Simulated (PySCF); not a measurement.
The first ionisation energy along group 13

Calculated with PySCF 2.14 from differences of total energies of unrestricted determinants, without spin-orbit coupling. Values in eV. The last column holds reference values (NIST; (s) semi-empirical, (t) theoretical, else measured). Unmarked ones compare directly (S terms, centres of terms, or small fine structure); those marked * lie between the lowest fine-structure levels and include a spin-orbit shift.

```tsv
element	configurations	UHF	MP2 (valence)	SCS-MP2 (valence)	CCSD (valence)	CCSD(T) (valence)	reference
B (def2-TZVP, non-relativistic)	[He] 2s2 2p1 → [He] 2s2	8.041	8.260	8.230	8.172	8.207	8.297
Al (def2-TZVP, non-relativistic)	[Ne] 3s2 3p1 → [Ne] 3s2	5.595	5.805	5.789	5.895	5.925	5.977
Ga (def2-TZVP, non-relativistic)	[Ar] 3d10 4s2 4p1 → [Ar] 3d10 4s2	5.553	5.756	5.739	5.816	5.839	5.931
In (def2-TZVP with the def2 core potential (28 electrons), ECP)	[Kr] 4d10 5s2 5p1 → [Kr] 4d10 5s2	5.219	5.396	5.379	5.452	5.472	5.603
```

| method | elements | mean error (eV) | mean absolute error (eV) | largest error (eV) |
| --- | --- | --- | --- | --- |
| UHF | 4 | -0.350 | 0.350 | -0.385 |
| MP2 (valence) | 4 | -0.148 | 0.148 | -0.207 |
| SCS-MP2 (valence) | 4 | -0.167 | 0.167 | -0.224 |
| CCSD (valence) | 4 | -0.118 | 0.118 | -0.151 |
| CCSD(T) (valence) | 4 | -0.091 | 0.091 | -0.131 |

Errors include the incompleteness of the basis and the frozen core.

"Valence" correlates the outer s and p shells and, in groups 3 to 12 and the f block, the outer d or f shell, open or full, or the next shell where the ion has no valence electron left; the wider scheme adds the next inner shell.
